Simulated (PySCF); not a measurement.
Structure problem from calculated spectra and properties.

Formula: C2H8N2.

| Property | Result |
| --- | --- |
| UV, first state | lowest singlet excitation: 6.33 eV (196 nm, f = 0.000) [TDDFT CAM-B3LYP/def2-SVPD] |
| Triplet | lowest triplet excitation (Tamm–Dancoff): 6.04 eV [TDA CAM-B3LYP/def2-SVPD] |
| XPS | C1s 291.2 (×2), N1s 404.9 (×2) eV [ΔSCF SCAN, pcX-2 on the ionised atom, pcseg-1 elsewhere, spin-free X2C] |
| Rotational structure | rotational constants A, B, C: 14.330, 5.493, 4.419 GHz [PBE0-D3(BJ)/def2-SVP] |
| 1H NMR | chemical shifts (computed TMS as zero) by class: 2.72 (4 H), 0.73 (4 H) ppm [GIAO CAM-B3LYP/pcSseg-2] |
| Polarisability | 45.4 au [CAM-B3LYP/def2-SVPD] |
| NMR, other nuclei | isotropic shieldings of nuclei other than C and H, by class: 233 (2 N) ppm [GIAO CAM-B3LYP/pcSseg-2] |
| 13C NMR | chemical shifts (computed TMS as zero) by class: 48.1 (2 C) ppm [GIAO CAM-B3LYP/pcSseg-2] |
| Dipole | 0.35 D [CAM-B3LYP/def2-SVPD] |
| Couplings | largest of the computed one-bond spin–spin couplings (means over like bonds): 13C–1H +135.6 (×4), 15N–1H -64.6 (×4), 13C–13C +43.0, 15N–13C -4.4 (×2) Hz [B3LYP/pcJ-1, spin–dipole term left out for some pairs] |

Electronic properties: PySCF, gas phase, density fitting. Levels stand in brackets. The structure is a single PBE0-D3(BJ)/def2-SVP conformer in the gas phase; no vibrational or solvent corrections. Each NMR value is the plain mean over a class of atoms that symmetry, rotation or inversion makes alike.

Task: What is the compound? Reason from the data.

Result: Numbering: `[NH2:1][CH2:2][CH2:3][NH2:4]`. Its formula, C2H8N2, gives 0 degrees of unsaturation, so no ring and no π bond. 2 carbons fall into 1 class: sp3 carbon bound to nitrogen [C2/C3] (48.1 ppm, 2 C). Hydrogen classes from least to most shielded: 4 H on 2 like atoms (sp3 carbon bound to nitrogen), C2/C3 (2.72 ppm, a mean of values up to 0.6 ppm apart in this geometry), 4 H on 2 primary amine nitrogens, N1/N4 (0.73 ppm). The other shieldings belong to: 233 ppm, primary amine nitrogen [N1/N4]. The couplings run between: +135.6 Hz, sp3 carbon bound to nitrogen [C2] and its hydrogen (with 3 like pairs); -64.6 Hz, primary amine nitrogen [N1] and its hydrogen (with 3 like pairs); +43.0 Hz, sp3 carbon bound to nitrogen [C2] and sp3 carbon bound to nitrogen [C3]; -4.4 Hz, primary amine nitrogen [N1] and sp3 carbon bound to nitrogen [C2] (with 1 like pair). The core levels belong to: C1s 291.2 eV, sp3 carbon bound to nitrogen [C2/C3]; N1s 404.9 eV, primary amine nitrogen [N1/N4]. The optimised geometry has point group C2 and is an asymmetric top. Structure: `NCCN` (ethylenediamine). Computed isomers that give other values at the same levels: `CNNC` (1,2-dimethylhydrazine) (rotational constant A: 27.912 GHz; this holds for the one conformer computed); `CCNN` (ethylhydrazine) (rotational constant A: 15.213 GHz; this holds for the one conformer computed). The assignments are read from this structure; whether some other isomer fits the data as well wasn't checked.

Shape of the structure used: `[NH2:1][CH2:2][CH2:3][NH2:4]`: N1–C2–C3–N4 -55°, H–N1–C2–C3 -169°, H–N1–C2–C3 75°, H–N4–C3–C2 -168°, H–N4–C3–C2 76°.
